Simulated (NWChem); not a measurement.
## Correlation energy of methane (CH₄)

```xyz
5

C      0.0000     0.0000     0.0000
H      0.0000     0.8966     0.6340
H      0.0000    -0.8966     0.6340
H     -0.8966     0.0000    -0.6340
H      0.8966     0.0000    -0.6340
```
Charge 0, spin multiplicity 1.

Program: NWChem. Structure: optimised with PBE0/def2-SVP, a minimum by its harmonic frequencies.

Basis set: cc-pVTZ. Each correlation energy counts from its own Hartree-Fock reference.

| method | correlation energy (mHa) | difference from CCSD(T) |
|---|---|---|
| RI-MP2 | -198.4 | +26.7 |
| MP2 | -198.5 | +26.6 |
| SCS-MP2 | -206.8 | +18.3 |
| CR-CCSD[T] | -224.5 | +0.6 |
| CR-CCSD(T) | -224.3 | +0.8 |
| CCSD | -218.8 | +6.3 |
| CCSD+T(CCSD) | -225.3 | -0.2 |
| CCSD(T) | -225.1 | 0.0 |

The values span 26.9 mHa, from CCSD+T(CCSD) (lowest) to RI-MP2 (highest). 

The correlated methods keep 1 core orbital frozen. Coupled-cluster values serve here as a point of comparison, not as the truth.
